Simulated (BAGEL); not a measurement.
# Si2H5 (SMILES [SiH2][SiH3]): ROHF/6-31G(d) (density fitting with qzvpp-jkfit, spherical functions)

What is the energy change on altering one bond length of Si2H5 at ROHF/6-31G* (density fitting with qzvpp-jkfit, spherical functions)? 

Program for the calculation: BAGEL 1.2.2.

10 further runs of the same task are left out: 10 set aside as unsound or not needed.

## 1. The molecule

The species is Si2H5 (7 atoms), meant as a doublet with charge 0. As SMILES, `[SiH2][SiH3]`. Geometry: relaxed at PBE0-D4/def2-TZVP.

Bond lengths: Si1–Si2 2.324 Å, Si1–H3 1.489 Å, Si1–H4 1.488 Å, Si2–H5 1.487 Å, Si2–H6 1.490 Å, Si2–H7 1.487 Å. Angles: Si1–Si2–H5 109.0°, Si1–Si2–H6 112.7°, Si1–Si2–H7 109.0°, Si2–Si1–H3 114.5°, Si2–Si1–H4 114.5°, H5–Si2–H6 108.5°, H5–Si2–H7 109.1°, H6–Si2–H7 108.5°, H3–Si1–H4 109.9°.

## 2. A single-point energy at ROHF/6-31G(d) (density fitting with qzvpp-jkfit, spherical functions)

Input file calc.json:

```json
{ "bagel": [

{
  "title": "molecule",
  "basis": "6-31gs.json",
  "df_basis": "qzvpp-jkfit",
  "angstrom": true,
  "geometry": [
    { "atom": "Si", "xyz": [   -0.209600,   -1.361200,   -0.191100 ] },
    { "atom": "Si", "xyz": [    0.357900,    0.889200,   -0.062000 ] },
    { "atom": "H", "xyz": [   -0.002600,   -2.123900,    1.070300 ] },
    { "atom": "H", "xyz": [   -1.573600,   -1.624600,   -0.725600 ] },
    { "atom": "H", "xyz": [    0.210000,    1.502800,   -1.408000 ] },
    { "atom": "H", "xyz": [   -0.495800,    1.643100,    0.898600 ] },
    { "atom": "H", "xyz": [    1.774900,    1.006800,    0.372200 ] }
  ]
},
{
  "title": "rohf",
  "nopen": 1
},
{
  "title": "print",
  "file": "orbitals.molden",
  "orbitals": true
}

]}
```

The basis set 6-31G* is read from a file made from the Basis Set Exchange's data (not shown).

On the command line:

```
$ BAGEL_NUM_THREADS=1 BAGEL calc.json > calc.out
```

Log:

```text
* using 1 threads per process

  ===============================================================
  ===============================================================

  *** Geometry ***

  { "atom" : "Si", "xyz" : [     -0.396087,     -2.572295,     -0.361127 ] },
  { "atom" : "Si", "xyz" : [      0.676333,      1.680344,     -0.117163 ] },
  { "atom" : "H", "xyz" : [     -0.004913,     -4.013589,      2.022574 ] },
  { "atom" : "H", "xyz" : [     -2.973673,     -3.070049,     -1.371185 ] },
  { "atom" : "H", "xyz" : [      0.396842,      2.839880,     -2.660734 ] },
  { "atom" : "H", "xyz" : [     -0.936926,      3.105009,      1.698108 ] },
  { "atom" : "H", "xyz" : [      3.354075,      1.902576,      0.703356 ] },

  Number of auxiliary basis functions:      346

  Since a DF basis is specified, we compute 2- and 3-index integrals:
    o Being stored without compression. Storage requirement is 0.006 GB

  Number of basis functions:       46
  Number of electrons      :       33

    * METHOD: MOLECULE                             0.13

  *** Open-shell HF ***

  === Nuclear Repulsion ===
    82.7973840228

      * DIIS with orbital gradients will be used.

  === ROHF iteration (6-31gs.json) ===
      0       -580.64166496          0.02079201           0.04
      1       -580.68079116          0.00654198           0.04
      2       -580.68514117          0.00239594           0.04
      3       -580.68604362          0.00067709           0.04
      4       -580.68621112          0.00029939           0.04
      5       -580.68624916          0.00005707           0.04
      6       -580.68627667          0.00001252           0.04
      7       -580.68628135          0.00000504           0.04
      8       -580.68628203          0.00000170           0.04
      9       -580.68628214          0.00000046           0.04
     10       -580.68628217          0.00000014           0.04
     11       -580.68628217          0.00000006           0.04
     12       -580.68628217          0.00000001           0.04
     13       -580.68628217          0.00000001           0.04
    * SCF iteration converged.

    * S^2 (ROHF) is 0.7500

    * Permanent dipole moment:
           (   -0.024053,    -0.031181,     0.012223) a.u.

    * METHOD: ROHF                                 0.60

    * METHOD: PRINT                                0.01

  ===============================================================
```

Wall time 0.97 s (1 thread of Intel Xeon Platinum 8259CL at 2.50GHz (Skylake/Cascade Lake), shared host).

## 3. The distorted shape, same level

Input file job.json:

```json
{ "bagel": [

{
  "title": "molecule",
  "basis": "6-31gs.json",
  "df_basis": "qzvpp-jkfit",
  "angstrom": "true",
  "geometry": [
    { "atom": "Si", "xyz": [   -0.634702,   -1.396480,   -0.321361 ] },
    { "atom": "Si", "xyz": [   -0.067202,    0.853920,   -0.192261 ] },
    { "atom": "H", "xyz": [   -0.427702,   -2.159180,    0.940039 ] },
    { "atom": "H", "xyz": [   -1.998702,   -1.659880,   -0.855861 ] },
    { "atom": "H", "xyz": [   -0.215102,    1.467520,   -1.538261 ] },
    { "atom": "H", "xyz": [   -0.920902,    1.607820,    0.768339 ] },
    { "atom": "H", "xyz": [    1.774900,    1.006800,    0.372200 ] }
  ]
},
{
  "title": "rohf",
  "nopen": 1
},
{
  "title": "print",
  "file": "orbitals.molden",
  "orbitals": "true"
}

]}
```

The basis set 6-31G* is read from a file made from the Basis Set Exchange's data (not shown).

On the command line:

```
$ BAGEL_NUM_THREADS=1 BAGEL job.json > job.out
```

Log:

```text
* using 1 threads per process

  ===============================================================
  ===============================================================

  *** Geometry ***

  { "atom" : "Si", "xyz" : [     -1.199413,     -2.638965,     -0.607284 ] },
  { "atom" : "Si", "xyz" : [     -0.126993,      1.613675,     -0.363321 ] },
  { "atom" : "H", "xyz" : [     -0.808240,     -4.080259,      1.776416 ] },
  { "atom" : "H", "xyz" : [     -3.776999,     -3.136719,     -1.617343 ] },
  { "atom" : "H", "xyz" : [     -0.406484,      2.773211,     -2.906892 ] },
  { "atom" : "H", "xyz" : [     -1.740253,      3.038339,      1.451950 ] },
  { "atom" : "H", "xyz" : [      3.354075,      1.902576,      0.703356 ] },

  Number of auxiliary basis functions:      346

  Since a DF basis is specified, we compute 2- and 3-index integrals:
    o Being stored without compression. Storage requirement is 0.006 GB

  Number of basis functions:       46
  Number of electrons      :       33

    * METHOD: MOLECULE                             0.13

  *** Open-shell HF ***

  === Nuclear Repulsion ===
    81.3445986031

      * DIIS with orbital gradients will be used.

  === ROHF iteration (6-31gs.json) ===
      0       -580.59905260          0.02042401           0.04
      1       -580.63858517          0.00651702           0.04
      2       -580.64305200          0.00240303           0.04
      3       -580.64397123          0.00078099           0.04
      4       -580.64416276          0.00033880           0.04
      5       -580.64420959          0.00005702           0.04
      6       -580.64424303          0.00001606           0.04
      7       -580.64424710          0.00000599           0.04
      8       -580.64424796          0.00000214           0.04
      9       -580.64424814          0.00000052           0.04
     10       -580.64424818          0.00000018           0.04
     11       -580.64424818          0.00000007           0.04
     12       -580.64424818          0.00000002           0.04
     13       -580.64424817          0.00000001           0.04
    * SCF iteration converged.

    * S^2 (ROHF) is 0.7500

    * Permanent dipole moment:
           (    0.321403,     0.058237,     0.113915) a.u.

    * METHOD: ROHF                                 0.60

    * METHOD: PRINT                                0.01

  ===============================================================
```

It took 0.97 s on 1 thread of Intel Xeon Platinum 8259CL at 2.50GHz (Skylake/Cascade Lake), shared host.

## 4. What came out

At ROHF/6-31G* (density fitting with qzvpp-jkfit, spherical functions):

| quantity | value |
| --- | --- |
| first shape: total energy | -580.68628 Eh |
| first shape: dipole moment | 0.10 D |
| first shape: ⟨S²⟩ | 0.750 |
| distorted shape: total energy | -580.64425 Eh |
| distorted shape: dipole moment | 0.88 D |
| distorted shape: ⟨S²⟩ | 0.750 |
| energy change with the Si2–H7 bond stretched from 1.487 to 1.933 Å | 1.144 eV |

In words: With the Si2–H7 bond stretched from 1.487 to 1.933 Å the energy rises by 1.14 eV (26 kcal/mol). The first shape isn't relaxed at this level, so the change isn't measured from a minimum.
